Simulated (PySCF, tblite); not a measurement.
# C2H3F: changes of charge, part 1 of 2

Aim: compute the changes of charge of C2H3F (`C=CF`).

Programs: tblite 0.8.0 and PySCF 2.14.0, with routines of our own; each step states its level. All values are computed. Atoms count from 0.

## 1. The system as given

6 atoms, charge 0, multiplicity 1; geometry from: start built from the parent or by distance geometry.

## 2. Geometry optimisation with GFN2-xTB

Job settings and geometry (Å):

```
{"job": {"kind": "relax", "xc": "GFN2-xTB", "basis": "xTB"}, "charge": 0, "multiplicity": 1}
C     -0.677100    -0.056800    -0.007000
C      0.604700     0.171500    -0.040000
F      1.462800    -0.899500     0.163900
H     -1.016800    -1.066300     0.135400
H     -1.428300     0.727200    -0.123700
H      1.061000     1.127800    -0.171600
```

Command:

```console
OMP_NUM_THREADS=1 python redox_run.py task.json out
```

This one command runs all jobs of the session in turn.

Standard output:

```text
step      E/eV     max force
  0    -285.67821    1.443
  1    -285.71784    0.993
  2    -285.73199    0.537
  3    -285.74291    0.358
  4    -285.75204    0.206
  5    -285.75397    0.149
  6    -285.75585    0.092
  7    -285.75650    0.104
  8    -285.75746    0.109
  9    -285.75813    0.094
 10    -285.75853    0.071
 11    -285.75870    0.057
 12    -285.75886    0.051
 13    -285.75904    0.045
 14    -285.75913    0.024
 15    -285.75915    0.008
```

Run time: 0.06 s. Hardware: 1 thread of Arm Neoverse N1, shared host.

Step by step:

```tsv
step	energy from step 0 (eV)	largest force (eV/Å)
0	0.0000	1.4429
1	-0.0396	0.9931
2	-0.0538	0.5370
3	-0.0647	0.3582
4	-0.0738	0.2062
5	-0.0758	0.1491
6	-0.0776	0.0920
7	-0.0783	0.1039
8	-0.0793	0.1091
9	-0.0799	0.0944
10	-0.0803	0.0713
11	-0.0805	0.0574
12	-0.0807	0.0505
13	-0.0808	0.0446
14	-0.0809	0.0245
15	-0.0809	0.0085
```

Distances of close pairs at the start and the end, largest changes first:

```tsv
bond	before (Å)	after (Å)	change (Å)
C1–F2	1.387	1.342	-0.046
C0–H4	1.092	1.073	-0.019
C1–H5	1.068	1.081	+0.013
C0–C1	1.302	1.315	+0.012
C0–H3	1.075	1.075	+0.001
```

The end geometry stands in the next job.

## 3. Infrared spectrum with GFN2-xTB

Job settings and geometry (Å):

```
{"job": {"kind": "ir", "xc": "GFN2-xTB", "basis": "xTB"}, "charge": 0, "multiplicity": 1}
C     -0.694088    -0.079147    -0.003909
C      0.599897     0.151473    -0.022882
F      1.498698    -0.831678     0.138583
H     -1.085212    -1.069851     0.144697
H     -1.393115     0.723865    -0.136206
H      1.080064     1.109318    -0.163431
```

Standard output:

```text
mode    cm-1     km/mol
  1     451.6      5.02
  2     665.0      3.33
  3     852.7      9.84
  4     928.3     40.59
  5     989.8     33.43
  6    1123.2    113.07
  7    1258.1      6.22
  8    1362.1      4.19
  9    1711.8     94.84
 10    3077.6     22.76
 11    3132.4      2.43
 12    3175.9     13.99
ZPE 112.021  H(298)-E 123.481  G(298)-E 47.997 kJ/mol  S 253.17 J/(mol K)
```

Run time: 0.19 s. Hardware: 1 thread of Arm Neoverse N1, shared host.

The strongest bands and the atoms that carry them (share of the mass-weighted mode):

```tsv
cm⁻¹	km/mol	atoms
853	9.8	H4 63 %, C0 17 %, H5 13 %
928	40.6	H4 32 %, F2 25 %, C0 23 %, H3 14 %
990	33.4	H3 48 %, H5 43 %
1123	113.1	C1 43 %, F2 23 %, H5 12 %, H3 11 %
1258	6.2	H5 80 %
1712	94.8	C1 50 %, C0 43 %
3078	22.8	H5 92 %
3176	14.0	H4 67 %, H3 22 %
```

## 4. Relaxing the molecule at PBE0-D3(BJ)/ma-def2-SVP

Settings changed since step 3:

```diff
@@ -1,2 +1,2 @@
-{"job": {"kind": "ir", "xc": "GFN2-xTB", "basis": "xTB"}, "charge": 0, "multiplicity": 1}
+{"job": {"xc": "PBE0", "basis": "ma-def2-SVP", "d3": "d3bj", "grid": 1, "kind": "geom"}, "charge": 0, "multiplicity": 1}
 C     -0.694088    -0.079147    -0.003909
```

Standard output:

```text
step   0  E = -177.50656844  max force = 0.011935
step   1  E = -177.50731485  max force = 0.002138
step   2  E = -177.50732158  max force = 0.000287
optimisation converged
```

It took 5 s on 1 thread of Arm Neoverse N1, shared host.

Step by step:

```tsv
step	energy from step 0 (eV)	largest force component (eV/Å)
0	0.0000	0.6137
1	-0.0203	0.1099
2	-0.0205	0.0148
```

Distances of close pairs at the start and the end, largest changes first:

```tsv
bond	before (Å)	after (Å)	change (Å)
C0–H4	1.073	1.091	+0.018
C0–H3	1.075	1.092	+0.016
C1–H5	1.081	1.094	+0.014
C0–C1	1.315	1.326	+0.012
C1–F2	1.342	1.336	-0.006
```

The end geometry stands in the next job.

```tsv
at the end point	value
point group (found at 0.08 Å tolerance)	Cs
rotational constants (GHz, main isotopes)	65.330, 10.620, 9.135
dipole moment (D)	1.49
```

## 5. Harmonic vibrations (C2H3F): PBE0-D3(BJ)/ma-def2-SVP

Job settings and geometry (Å):

```
{"job": {"xc": "PBE0", "basis": "ma-def2-SVP", "d3": "d3bj", "grid": 2, "kind": "hessian"}, "charge": 0, "multiplicity": 1}
C     -0.698638    -0.089817     0.001952
C      0.606193     0.145898    -0.025319
F      1.512211    -0.823547     0.126910
H     -1.095820    -1.095659     0.152278
H     -1.392012     0.741795    -0.129342
H      1.071836     1.125285    -0.170904
```

Standard output:

```text
coarse grid: 5120 points
cycle   1  E = -177.4522113343  dE =  2.248e-01  |g| = 3.920e-01  |ddm| = 2.470e+00
cycle   2  E = -177.4287628975  dE =  2.345e-02  |g| = 5.219e-01  |ddm| = 7.114e-01
cycle   3  E = -177.4824602865  dE = -5.370e-02  |g| = 5.307e-02  |ddm| = 4.098e-01
cycle   4  E = -177.4831097184  dE = -6.494e-04  |g| = 2.225e-02  |ddm| = 6.927e-02
cycle   5  E = -177.4832177281  dE = -1.080e-04  |g| = 7.003e-03  |ddm| = 2.167e-02
cycle   6  E = -177.4832265503  dE = -8.822e-06  |g| = 2.386e-03  |ddm| = 7.288e-03
final grid: 50136 points
cycle   7  E = -177.5073399978  dE = -9.829e-06  |g| = 3.415e-03  |ddm| = 1.443e-02
cycle   8  E = -177.5073375279  dE =  2.470e-06  |g| = 4.656e-03  |ddm| = 7.316e-03
cycle   9  E = -177.5073430890  dE = -5.561e-06  |g| = 6.834e-04  |ddm| = 4.275e-03
cycle  10  E = -177.5073432114  dE = -1.224e-07  |g| = 1.102e-04  |ddm| = 6.577e-04
cycle  11  E = -177.5073432134  dE = -2.047e-09  |g| = 6.576e-05  |ddm| = 1.335e-04
cycle  12  E = -177.5073432141  dE = -6.798e-10  |g| = 5.785e-06  |ddm| = 4.407e-05
cycle  13  E = -177.5073432141  dE = -7.219e-12  |g| = 7.040e-07  |ddm| = 7.537e-06
converged SCF energy = -177.5073432141

mode    cm-1
  1     486.6
  2     729.7
  3     887.2
  4     940.3
  5     964.9
  6    1184.8
  7    1317.9
  8    1387.8
  9    1739.7
 10    3191.8
 11    3228.8
 12    3305.8
ZPE 115.830  H(298)-E 127.107  G(298)-E 51.862 kJ/mol  S 252.37 J/(mol K)
```

Run time: 38 s. Hardware: 1 thread of Arm Neoverse N1, shared host; peak memory 0.88 GiB.

Zero-point energy 115.83 kJ/mol (xTB gave 112.02).

## 6. Single point (C₂H₃F): wB97X-D3(BJ)/ma-def2-TZVP

Geometry: PBE0-D3(BJ)/ma-def2-SVP.

Job settings and geometry (Å):

```
{"job": {"kind": "sp", "xc": "wB97X", "basis": "ma-def2-TZVP", "d3": "d3bj", "grid": 2}, "charge": 0, "multiplicity": 1}
C     -0.698638    -0.089817     0.001952
C      0.606193     0.145898    -0.025319
F      1.512211    -0.823547     0.126910
H     -1.095820    -1.095659     0.152278
H     -1.392012     0.741795    -0.129342
H      1.071836     1.125285    -0.170904
```

Standard output:

```text
coarse grid: 5120 points
cycle   1  E = -177.9044747372  dE =  2.909e-01  |g| = 4.772e-01  |ddm| = 1.636e+00
cycle   2  E = -177.9099977510  dE = -5.523e-03  |g| = 5.033e-01  |ddm| = 4.765e-01
cycle   3  E = -177.9465571575  dE = -3.656e-02  |g| = 3.695e-02  |ddm| = 2.076e-01
cycle   4  E = -177.9467945810  dE = -2.374e-04  |g| = 1.632e-02  |ddm| = 3.238e-02
cycle   5  E = -177.9468526380  dE = -5.806e-05  |g| = 7.408e-03  |ddm| = 1.476e-02
cycle   6  E = -177.9468651354  dE = -1.250e-05  |g| = 8.423e-04  |ddm| = 5.257e-03
cycle   7  E = -177.9468656000  dE = -4.646e-07  |g| = 2.717e-04  |ddm| = 1.883e-03
final grid: 50136 points
cycle   8  E = -177.9437583944  dE = -2.851e-05  |g| = 4.519e-03  |ddm| = 2.227e-02
cycle   9  E = -177.9437585806  dE = -1.862e-07  |g| = 4.410e-03  |ddm| = 3.629e-03
cycle  10  E = -177.9437610333  dE = -2.453e-06  |g| = 4.076e-04  |ddm| = 1.696e-03
cycle  11  E = -177.9437610610  dE = -2.770e-08  |g| = 1.031e-04  |ddm| = 2.920e-04
cycle  12  E = -177.9437610641  dE = -3.044e-09  |g| = 1.275e-05  |ddm| = 9.229e-05
converged SCF energy = -177.9437610641
```

It took 3.5 s on 1 thread of Arm Neoverse N1, shared host; peak memory 0.46 GiB.

## 7. Single point (C₂H₃F+ (doublet)): wB97X-D3(BJ)/ma-def2-TZVP

Geometry: PBE0-D3(BJ)/ma-def2-SVP, that of another charge or spin state.

Job settings and geometry (Å):

```
{"job": {"kind": "sp", "xc": "wB97X", "basis": "ma-def2-TZVP", "d3": "d3bj", "grid": 2}, "charge": 1, "multiplicity": 2}
C     -0.698638    -0.089817     0.001952
C      0.606193     0.145898    -0.025319
F      1.512211    -0.823547     0.126910
H     -1.095820    -1.095659     0.152278
H     -1.392012     0.741795    -0.129342
H      1.071836     1.125285    -0.170904
```

Standard output:

```text
final grid: 50136 points
cycle   1  E = -177.5503543877  dE = -3.559e-02  |g| = 1.526e-01  |ddm| = 2.922e-01
cycle   2  E = -177.5573573680  dE = -7.003e-03  |g| = 8.011e-02  |ddm| = 1.464e-01
cycle   3  E = -177.5600219911  dE = -2.665e-03  |g| = 2.367e-02  |ddm| = 5.210e-02
cycle   4  E = -177.5601834202  dE = -1.614e-04  |g| = 3.630e-03  |ddm| = 9.408e-03
cycle   5  E = -177.5601973666  dE = -1.395e-05  |g| = 8.311e-04  |ddm| = 5.338e-03
cycle   6  E = -177.5601992482  dE = -1.882e-06  |g| = 4.643e-04  |ddm| = 1.654e-03
cycle   7  E = -177.5601995779  dE = -3.297e-07  |g| = 1.527e-04  |ddm| = 7.437e-04
cycle   8  E = -177.5601996240  dE = -4.606e-08  |g| = 5.856e-05  |ddm| = 2.916e-04
cycle   9  E = -177.5601996297  dE = -5.732e-09  |g| = 1.649e-05  |ddm| = 1.064e-04
converged SCF energy = -177.5601996297
```

Wall time 6.3 s (1 thread of Arm Neoverse N1, shared host); peak memory 0.47 GiB.

## 8. Optimising the geometry with GFN2-xTB

This step treats C2H3F+ (doublet), labelled `[CH2]C=[F+]` (the label fixes atoms and charge, not where charge and spin sit).

Job settings and geometry (Å):

```
{"job": {"kind": "relax", "xc": "GFN2-xTB", "basis": "xTB"}, "charge": 1, "multiplicity": 2}
C     -0.682400    -0.095900    -0.003300
C      0.595500     0.154600    -0.048300
F      1.529700    -0.831200     0.130100
H     -1.098300    -1.081000     0.131700
H     -1.395200     0.738000    -0.118000
H      1.060800     1.123600    -0.179700
```

Standard output:

```text
step      E/eV     max force
  0    -269.65297    5.325
  1    -269.89839    2.072
  2    -269.94451    0.375
  3    -269.94784    0.251
  4    -269.95082    0.205
  5    -269.95337    0.129
  6    -269.95422    0.108
  7    -269.95482    0.084
  8    -269.95538    0.111
  9    -269.95606    0.119
 10    -269.95676    0.094
 11    -269.95745    0.093
 12    -269.95818    0.123
 13    -269.95925    0.195
 14    -269.96117    0.287
 15    -269.96422    0.363
 16    -269.96962    0.327
 17    -269.97988    0.324
 18    -269.98734    0.322
 19    -269.99545    0.346
 20    -270.00237    0.375
 21    -270.01088    0.400
 22    -270.01934    0.272
 23    -270.02332    0.142
 24    -270.02439    0.098
 25    -270.02547    0.090
 26    -270.02593    0.059
 27    -270.02605    0.024
 28    -270.02606    0.014
 29    -270.02607    0.009
```

Wall time 0.11 s (1 thread of Arm Neoverse N1, shared host).

Relaxation path:

```tsv
step	energy from step 0 (eV)	largest force (eV/Å)
0	0.0000	5.3250
1	-0.2454	2.0719
2	-0.2915	0.3750
3	-0.2949	0.2506
4	-0.2979	0.2054
5	-0.3004	0.1294
6	-0.3013	0.1075
7	-0.3019	0.0845
8	-0.3024	0.1111
9	-0.3031	0.1190
10	-0.3038	0.0940
11	-0.3045	0.0933
12	-0.3052	0.1229
13	-0.3063	0.1952
14	-0.3082	0.2875
15	-0.3113	0.3629
16	-0.3167	0.3271
17	-0.3269	0.3242
18	-0.3344	0.3216
19	-0.3425	0.3465
20	-0.3494	0.3747
21	-0.3579	0.3999
22	-0.3664	0.2718
23	-0.3704	0.1424
24	-0.3714	0.0981
25	-0.3725	0.0901
26	-0.3730	0.0592
27	-0.3731	0.0239
28	-0.3731	0.0140
29	-0.3731	0.0090
```

Close pairs (by a distance rule), those that changed most:

```tsv
bond	before (Å)	after (Å)	change (Å)
C1–F2	1.370	1.280	-0.090
C0–C1	1.303	1.360	+0.057
C1–H5	1.083	1.105	+0.022
C0–H3	1.078	1.095	+0.018
C0–H4	1.103	1.089	-0.014
```

The end geometry stands in the next job.

## 9. Harmonic vibrations with GFN2-xTB

Job settings and geometry (Å):

```
{"job": {"kind": "ir", "xc": "GFN2-xTB", "basis": "xTB"}, "charge": 1, "multiplicity": 2}
C     -0.698805    -0.087286     0.013557
C      0.644563     0.125079    -0.011070
F      1.526733    -0.743725     0.312945
H     -1.130476    -1.087444    -0.101816
H     -1.413789     0.731894     0.081798
H      1.081789     1.069418    -0.382988
```

Standard output:

```text
mode    cm-1     km/mol
  1     394.7     23.81
  2     539.9      7.59
  3     759.6     71.89
  4     854.5     21.71
  5     897.8     46.32
  6    1133.1     15.10
  7    1165.7    120.14
  8    1238.0     46.73
  9    1440.7    136.04
 10    2811.5    133.96
 11    2910.9    166.82
 12    2978.6    166.40
ZPE 102.430  H(298)-E 114.399  G(298)-E 36.456 kJ/mol  S 261.42 J/(mol K)
```

It took 0.18 s on 1 thread of Arm Neoverse N1, shared host.

The strongest bands and the atoms that carry them (share of the mass-weighted mode):

```tsv
cm⁻¹	km/mol	atoms
760	71.9	H5 37 %, H3 34 %, H4 16 %
898	46.3	H4 28 %, C0 24 %, H3 22 %, H5 11 %
1166	120.1	H5 52 %, F2 17 %, C1 14 %
1238	46.7	H4 36 %, H3 31 %, C0 16 %
1441	136.0	C1 67 %, C0 20 %
2812	134.0	H5 93 %
2911	166.8	H3 92 %
2979	166.4	H4 91 %
```

## 10. Relaxing the molecule at PBE0-D3(BJ)/ma-def2-SVP

This step treats C₂H₃F+ (doublet), labelled `[CH2]C=[F+]` (the label fixes atoms and charge, not where charge and spin sit).

Settings changed since step 9:

```diff
@@ -1,2 +1,2 @@
-{"job": {"kind": "ir", "xc": "GFN2-xTB", "basis": "xTB"}, "charge": 1, "multiplicity": 2}
+{"job": {"xc": "PBE0", "basis": "ma-def2-SVP", "d3": "d3bj", "grid": 1, "kind": "geom"}, "charge": 1, "multiplicity": 2}
 C     -0.698805    -0.087286     0.013557
```

Standard output:

```text
step   0  E = -177.12703619  max force = 0.059084
step   1  E = -177.12923756  max force = 0.032838
step   2  E = -177.12890107  max force = 0.019021
step   3  E = -177.13240737  max force = 0.002887
step   4  E = -177.13319592  max force = 0.002301
step   5  E = -177.13370328  max force = 0.003235
step   6  E = -177.13377401  max force = 0.000346
step   7  E = -177.13378088  max force = 0.000231
optimisation converged
```

It took 20 s on 1 thread of Arm Neoverse N1, shared host.

Step by step: (the energy doesn't fall at every step)

```tsv
step	energy from step 0 (eV)	largest force component (eV/Å)
0	0.0000	3.0382
1	-0.0599	1.6886
2	-0.0507	0.9781
3	-0.1462	0.1485
4	-0.1676	0.1183
5	-0.1814	0.1664
6	-0.1833	0.0178
7	-0.1835	0.0119
```

Close pairs (by a distance rule), those that changed most:

```tsv
bond	before (Å)	after (Å)	change (Å)
C0–C1	1.360	1.411	+0.050
C1–F2	1.280	1.261	-0.019
C0–H4	1.089	1.096	+0.007
C1–H5	1.105	1.102	-0.003
C0–H3	1.095	1.098	+0.003
```

The end geometry stands in the next job.

```tsv
at the end point	value
point group (found at 0.08 Å tolerance)	Cs
rotational constants (GHz, main isotopes)	61.364, 10.894, 9.251
⟨S²⟩	0.752
```

## 11. Harmonic vibrations (C2H3F+ (doublet), [CH2]C=[F+]): PBE0-D3(BJ)/ma-def2-SVP

Job settings and geometry (Å):

```
{"job": {"xc": "PBE0", "basis": "ma-def2-SVP", "d3": "d3bj", "grid": 2, "kind": "hessian"}, "charge": 1, "multiplicity": 2}
C     -0.728374    -0.061248    -0.022769
C      0.670748     0.119488    -0.016341
F      1.422097    -0.880657     0.144248
H     -1.156636    -1.063425     0.110394
H     -1.382415     0.807509    -0.162048
H      1.184582     1.086350    -0.141574
```

Standard output:

```text
coarse grid: 5120 points
cycle   1  E = -177.0609644443  dE =  6.212e-01  |g| = 3.155e-01  |ddm| = 1.700e+00
cycle   2  E = -177.0308159207  dE =  3.015e-02  |g| = 4.584e-01  |ddm| = 5.957e-01
cycle   3  E = -177.1079490232  dE = -7.713e-02  |g| = 8.488e-02  |ddm| = 3.372e-01
cycle   4  E = -177.1102887906  dE = -2.340e-03  |g| = 1.451e-02  |ddm| = 6.420e-02
cycle   5  E = -177.1103638179  dE = -7.503e-05  |g| = 7.288e-03  |ddm| = 2.010e-02
cycle   6  E = -177.1103930711  dE = -2.925e-05  |g| = 1.459e-03  |ddm| = 8.206e-03
cycle   7  E = -177.1103945346  dE = -1.463e-06  |g| = 3.730e-04  |ddm| = 1.790e-03
final grid: 50136 points
cycle   8  E = -177.1337598300  dE = -9.914e-06  |g| = 2.383e-03  |ddm| = 8.090e-03
cycle   9  E = -177.1337583760  dE =  1.454e-06  |g| = 3.247e-03  |ddm| = 4.385e-03
cycle  10  E = -177.1337625164  dE = -4.140e-06  |g| = 5.884e-04  |ddm| = 2.497e-03
cycle  11  E = -177.1337626391  dE = -1.227e-07  |g| = 4.402e-05  |ddm| = 4.112e-04
cycle  12  E = -177.1337626412  dE = -2.011e-09  |g| = 3.742e-05  |ddm| = 9.225e-05
cycle  13  E = -177.1337626420  dE = -8.150e-10  |g| = 9.671e-06  |ddm| = 4.489e-05
cycle  14  E = -177.1337626421  dE = -1.177e-10  |g| = 2.303e-06  |ddm| = 2.030e-05
cycle  15  E = -177.1337626421  dE = -5.059e-12  |g| = 2.613e-07  |ddm| = 5.244e-06
converged SCF energy = -177.1337626421

mode    cm-1
  1     379.3
  2     488.6
  3     860.8
  4     977.1
  5    1001.5
  6    1246.8
  7    1333.9
  8    1435.2
  9    1613.9
 10    3154.6
 11    3191.6
 12    3292.0
ZPE 113.498  H(298)-E 125.344  G(298)-E 47.428 kJ/mol  S 261.33 J/(mol K)
```

Wall time 75 s (1 thread of Arm Neoverse N1, shared host); peak memory 0.97 GiB.

Zero-point energy 113.50 kJ/mol (xTB gave 102.43).

## 12. Single point (C2H3F): wB97X-D3(BJ)/ma-def2-TZVP

Geometry: PBE0-D3(BJ)/ma-def2-SVP, that of another charge or spin state.

Job settings and geometry (Å):

```
{"job": {"kind": "sp", "xc": "wB97X", "basis": "ma-def2-TZVP", "d3": "d3bj", "grid": 2}, "charge": 0, "multiplicity": 1}
C     -0.728374    -0.061248    -0.022769
C      0.670748     0.119488    -0.016341
F      1.422097    -0.880657     0.144248
H     -1.156636    -1.063425     0.110394
H     -1.382415     0.807509    -0.162048
H      1.184582     1.086350    -0.141574
```

Standard output:

```text
coarse grid: 5120 points
cycle   1  E = -177.8911407557  dE =  2.996e-01  |g| = 4.699e-01  |ddm| = 1.636e+00
cycle   2  E = -177.8981649081  dE = -7.024e-03  |g| = 4.733e-01  |ddm| = 4.454e-01
cycle   3  E = -177.9329828834  dE = -3.482e-02  |g| = 2.897e-02  |ddm| = 1.965e-01
cycle   4  E = -177.9331985923  dE = -2.157e-04  |g| = 8.335e-03  |ddm| = 2.952e-02
cycle   5  E = -177.9332192153  dE = -2.062e-05  |g| = 5.036e-03  |ddm| = 1.148e-02
cycle   6  E = -177.9332244927  dE = -5.277e-06  |g| = 7.038e-04  |ddm| = 3.045e-03
final grid: 50136 points
cycle   7  E = -177.9293476459  dE = -2.662e-05  |g| = 5.440e-03  |ddm| = 1.834e-02
cycle   8  E = -177.9293478529  dE = -2.070e-07  |g| = 5.419e-03  |ddm| = 4.211e-03
cycle   9  E = -177.9293514782  dE = -3.625e-06  |g| = 3.493e-04  |ddm| = 1.930e-03
cycle  10  E = -177.9293515064  dE = -2.820e-08  |g| = 1.459e-04  |ddm| = 3.277e-04
cycle  11  E = -177.9293515124  dE = -5.981e-09  |g| = 3.698e-05  |ddm| = 1.385e-04
converged SCF energy = -177.9293515124
```

It took 3.1 s on 1 thread of Arm Neoverse N1, shared host; peak memory 0.47 GiB.

## 13. Single point (C₂H₃F+ (doublet), [CH2]C=[F+]): wB97X-D3(BJ)/ma-def2-TZVP

Geometry: PBE0-D3(BJ)/ma-def2-SVP.

Job settings and geometry (Å):

```
{"job": {"kind": "sp", "xc": "wB97X", "basis": "ma-def2-TZVP", "d3": "d3bj", "grid": 2}, "charge": 1, "multiplicity": 2}
C     -0.728374    -0.061248    -0.022769
C      0.670748     0.119488    -0.016341
F      1.422097    -0.880657     0.144248
H     -1.156636    -1.063425     0.110394
H     -1.382415     0.807509    -0.162048
H      1.184582     1.086350    -0.141574
```

Standard output:

```text
final grid: 50136 points
cycle   1  E = -177.5606672106  dE = -3.468e-02  |g| = 1.477e-01  |ddm| = 2.903e-01
cycle   2  E = -177.5673991799  dE = -6.732e-03  |g| = 7.604e-02  |ddm| = 1.377e-01
cycle   3  E = -177.5698687634  dE = -2.470e-03  |g| = 1.986e-02  |ddm| = 4.844e-02
cycle   4  E = -177.5699825557  dE = -1.138e-04  |g| = 3.619e-03  |ddm| = 8.045e-03
cycle   5  E = -177.5699986035  dE = -1.605e-05  |g| = 1.136e-03  |ddm| = 5.551e-03
cycle   6  E = -177.5700013702  dE = -2.767e-06  |g| = 7.853e-04  |ddm| = 1.952e-03
cycle   7  E = -177.5700022786  dE = -9.084e-07  |g| = 1.762e-04  |ddm| = 1.363e-03
cycle   8  E = -177.5700023613  dE = -8.271e-08  |g| = 5.164e-05  |ddm| = 4.825e-04
cycle   9  E = -177.5700023661  dE = -4.730e-09  |g| = 1.244e-05  |ddm| = 1.152e-04
converged SCF energy = -177.5700023661
```

Run time: 6.3 s. Hardware: 1 thread of Arm Neoverse N1, shared host; peak memory 0.47 GiB.

## 14. Single point (C₂H₃F): wB97X-D3(BJ)/ma-def2-TZVP in N,N-dimethylformamide

Geometry: PBE0-D3(BJ)/ma-def2-SVP.

Job settings and geometry (Å):

```
{"job": {"kind": "sp", "xc": "wB97X", "basis": "ma-def2-TZVP", "d3": "d3bj", "grid": 2, "solvent": "N,N-dimethylformamide"}, "charge": 0, "multiplicity": 1}
C     -0.698638    -0.089817     0.001952
C      0.606193     0.145898    -0.025319
F      1.512211    -0.823547     0.126910
H     -1.095820    -1.095659     0.152278
H     -1.392012     0.741795    -0.129342
H      1.071836     1.125285    -0.170904
```

Standard output:

```text
final grid: 50136 points
cycle   1  E = -177.9474946020  dE = -3.567e-04  |g| = 1.181e-02  |ddm| = 1.019e-01
cycle   2  E = -177.9475234428  dE = -2.884e-05  |g| = 9.976e-03  |ddm| = 2.902e-02
cycle   3  E = -177.9475374335  dE = -1.399e-05  |g| = 2.036e-03  |ddm| = 6.179e-03
cycle   4  E = -177.9475391442  dE = -1.711e-06  |g| = 6.525e-04  |ddm| = 6.275e-03
cycle   5  E = -177.9475392960  dE = -1.518e-07  |g| = 1.091e-04  |ddm| = 1.450e-03
cycle   6  E = -177.9475393013  dE = -5.336e-09  |g| = 2.846e-05  |ddm| = 2.306e-04
converged SCF energy = -177.9475393013
```

It took 2.9 s on 1 thread of Arm Neoverse N1, shared host; peak memory 0.47 GiB.

## 15. Single point (C₂H₃F+ (doublet), [CH2]C=[F+]): wB97X-D3(BJ)/ma-def2-TZVP in N,N-dimethylformamide

Geometry: PBE0-D3(BJ)/ma-def2-SVP.

Job settings and geometry (Å):

```
{"job": {"kind": "sp", "xc": "wB97X", "basis": "ma-def2-TZVP", "d3": "d3bj", "grid": 2, "solvent": "N,N-dimethylformamide"}, "charge": 1, "multiplicity": 2}
C     -0.728374    -0.061248    -0.022769
C      0.670748     0.119488    -0.016341
F      1.422097    -0.880657     0.144248
H     -1.156636    -1.063425     0.110394
H     -1.382415     0.807509    -0.162048
H      1.184582     1.086350    -0.141574
```

Standard output:

```text
final grid: 50136 points
cycle   1  E = -177.6781710610  dE = -4.935e-04  |g| = 1.745e-02  |ddm| = 6.891e-02
cycle   2  E = -177.6781851628  dE = -1.410e-05  |g| = 1.874e-02  |ddm| = 1.940e-02
cycle   3  E = -177.6782838109  dE = -9.865e-05  |g| = 1.837e-03  |ddm| = 7.049e-03
cycle   4  E = -177.6782879969  dE = -4.186e-06  |g| = 7.675e-04  |ddm| = 3.113e-03
cycle   5  E = -177.6782890346  dE = -1.038e-06  |g| = 3.315e-04  |ddm| = 1.195e-03
cycle   6  E = -177.6782893003  dE = -2.657e-07  |g| = 8.848e-05  |ddm| = 7.679e-04
cycle   7  E = -177.6782893169  dE = -1.663e-08  |g| = 3.732e-05  |ddm| = 2.012e-04
cycle   8  E = -177.6782893182  dE = -1.294e-09  |g| = 1.135e-05  |ddm| = 4.656e-05
converged SCF energy = -177.6782893182
```

It took 5.8 s on 1 thread of Arm Neoverse N1, shared host; peak memory 0.47 GiB.

(Continued in part 2 of 2.)
